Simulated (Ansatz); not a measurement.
Ansatz (a first-principles code) input (B3LYP/6-31+G*): The .json file is the Basis Set Exchange's 6-31+G*.

Ansatz 0.2 input:
```yaml
crystal:
  periodic: [false, false, false]
  atoms:
    - {symbol: C, position_ang: [-0.00530785, -0.03292262, -1.25255471]}
    - {symbol: Si, position_ang: [0.00176161, -0.01626018, 0.52594046]}
    - {symbol: H, position_ang: [-0.90647034, 0.32687280, -1.75455355]}
    - {symbol: H, position_ang: [0.90272032, 0.29878124, -1.76148183]}
    - {symbol: H, position_ang: [0.02469593, 1.23745090, 1.43148183]}
    - {symbol: H, position_ang: [-1.20807042, -0.70031235, 1.12295762]}
    - {symbol: H, position_ang: [1.19430902, -0.73761443, 1.11375772]}
basis:
  gaussian:
    orbitals: 6-31+G_.json
hamiltonian:
  xc: {name: B3LYP}
total_charge: -1
output: {forces: true}
```

Output:

```
Functional definition: B3LYP
integrals: 0.01 GiB planned
516 factors; integrals over basis functions are off by at most 1.4e-3 eV
mean field: 0.13 GiB planned
mean field evaluation 1: about -8991.6804 eV, gradient 3.8e1 eV
mean field evaluation 2: about -8968.6795 eV, gradient 7.5e1 eV
mean field evaluation 4: about -8995.3682 eV, gradient 2.5e0 eV
mean field evaluation 8: about -8995.3859 eV, gradient 3.4e-2 eV
mean field -8995.38590222 eV, -330.5743346149 hartree, gradient 8.6e-5 eV, S^2 0.000000; 0 other end points of the search recorded, 0 dependent functions left out
the calculation of the forces begins
reference -8995.38616134 eV, -330.5743441374 hartree; 13, 13 occupied and 39, 39 virtual orbitals, 516 factors
Total energy: -8995.38616134 eV, -330.5743441374 hartree
Atom 0 at    -0.005308    -0.032923    -1.252555 Å, force    -0.000851     0.011490    -0.268780 eV/Å
Atom 1 at     0.001762    -0.016260     0.525940 Å, force     0.001097    -0.027290     0.397160 eV/Å
Atom 2 at    -0.906470     0.326873    -1.754554 Å, force    -0.126271     0.013044    -0.118899 eV/Å
Atom 3 at     0.902720     0.298781    -1.761482 Å, force     0.125701     0.009132    -0.119864 eV/Å
Atom 4 at     0.024696     1.237451     1.431482 Å, force     0.001547     0.086540     0.053107 eV/Å
Atom 5 at    -1.208070    -0.700312     1.122958 Å, force    -0.066900    -0.045429     0.028892 eV/Å
Atom 6 at     1.194309    -0.737614     1.113758 Å, force     0.065676    -0.047487     0.028385 eV/Å
Dipole moment:     0.004074     0.174430     0.356724 e Å
```

The dipole moment of an ion depends on the origin.
